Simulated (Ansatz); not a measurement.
Reaction: CH3S (SMILES C[S], doublet) → CH3S (SMILES [CH2]S, doublet)
Each species at its own B3LYP-D3(BJ)/def2-TZVP minimum (Ansatz, a program for electronic structure).

Property: isomerisation energy (electronic), in kcal/mol. Open shells are spin-unrestricted; no spin-orbit coupling. CBS(X,Y): correlation extrapolated as X^-3, Hartree-Fock from the larger set (Q,5: extrapolated as (X+1)exp(-9√X)). A bracket is a step between two methods taken in the basis named. The functionals are non-relativistic, so their misses hold any scalar relativity. Double hybrids freeze cores in their MP2 part. '+ core + X2C': CCSD(T) terms for core correlation (cc-pwCVTZ, 1s frozen past Ne) and scalar relativity (cc-pVTZ-DK).

CCSD(T)/CBS(cc-pV(Q+d)Z,cc-pV(5+d)Z) + [CCSDT(Q) - CCSD(T)]/cc-pV(D+d)Z + core + X2C (Ansatz) gives 9.9 kcal/mol.

Task: What does PBE/def2-TZVPD (Ansatz) give here, and how do the other levels compare?

Result: PBE gives 8.5 kcal/mol, 1.4 kcal/mol below it. Differences of the others: r2SCAN/def2-TZVPD (Ansatz) -2.1; B3LYP/def2-TZVPD (Ansatz) 0.2; wB97M-V/def2-TZVPD (Ansatz) 0.2; B2PLYP/def2-TZVPD (Ansatz) 0.8; CCSD(T)/CBS(cc-pV(Q+d)Z,cc-pV(5+d)Z) + core + X2C (Ansatz) 0.2 kcal/mol. Nearer than PBE: B3LYP/def2-TZVPD, wB97M-V/def2-TZVPD, B2PLYP/def2-TZVPD, CCSD(T)/CBS(cc-pV(Q+d)Z,cc-pV(5+d)Z) + core + X2C.
